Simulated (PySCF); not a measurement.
tetrafluoroethylene (C2F4), SMILES FC(F)=C(F)F. Heavy atoms are numbered as in [F:1][C:2]([F:3])=[C:4]([F:5])[F:6].

Geometry: r2SCAN-D4/def2-SVP.

Calculation: HF/def2-TZVP run with PySCF.

ESP charges are fitted to the potential on shells at 1.4 to 2.0 van der Waals radii. Atomic charges (e), one atom of each kind:

| atom | Löwdin | ESP fit | Mulliken |
|---|---|---|---|
| F1 | 0.19 | -0.14 | -0.22 |
| C2 | -0.38 | 0.27 | 0.43 |

Computed Mayer and Wiberg (Löwdin basis) orders of the bonds:
```json
[
 {"bond": "F1–C2", "Mayer": "1.04", "Wiberg": "1.76"},
 {"bond": "C2–F3", "Mayer": "1.04", "Wiberg": "1.76"},
 {"bond": "C2–C4", "Mayer": "1.94", "Wiberg": "1.94"},
 {"bond": "C4–F5", "Mayer": "1.04", "Wiberg": "1.76"},
 {"bond": "C4–F6", "Mayer": "1.04", "Wiberg": "1.76"}
]
```
